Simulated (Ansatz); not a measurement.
# Scan of [BH$_{2}$···H···H], doublet

All five atoms lie in one plane.

Starting geometry:

```xyz
5

B    -0.1673    0.0000    0.0000
H    -0.7640    1.0336    0.0000
H    -0.7640   -1.0336    0.0000
H     1.0262    0.0000    0.0000
H     2.2957    0.0000    0.0000
```

From there atom H4 is moved from one fragment to the other while all else, the fragments' distance too, stays fixed, so the hump isn't the reaction's barrier; atoms are numbered as listed. Energies are in eV, counted from the starting geometry at the same level. Kohn–Sham curves are unrestricted where that lies lower.

Basis 6-31G; Ansatz 0.2.0. Only valence electrons are correlated (noble-gas cores frozen).

Full CI is exact within this basis and frozen core; it isn't the basis-set limit.

```csv
distance B1-H4 (Å),RPA-PBE
1.110,0.104
1.194,0.000
1.268,0.026
1.343,0.099
1.418,0.166
1.493,0.190
1.568,0.164
1.643,0.116
1.718,0.111
```

Q: Estimate the full CI curve in 6-31G from this one, knowing how RPA-PBE differs from it in such a basis.

A: The computed full CI values, in eV from the starting point, and the difference of RPA-PBE against them:
```
distance B1-H4 (Å)  full CI  RPA-PBE less full CI
             1.110    0.089                 0.015
             1.194    0.000                 0.000
             1.268    0.043                -0.017
             1.343    0.136                -0.037
             1.418    0.224                -0.058
             1.493    0.269                -0.079
             1.568    0.256                -0.092
             1.643    0.214                -0.098
             1.718    0.208                -0.097
```

The difference spans 0.113 eV and is largest, -0.098 eV, at 1.643 Å.

In so small a basis both RPA and the reference are far from their limits and near them at different rates, so the difference would change in a larger set.
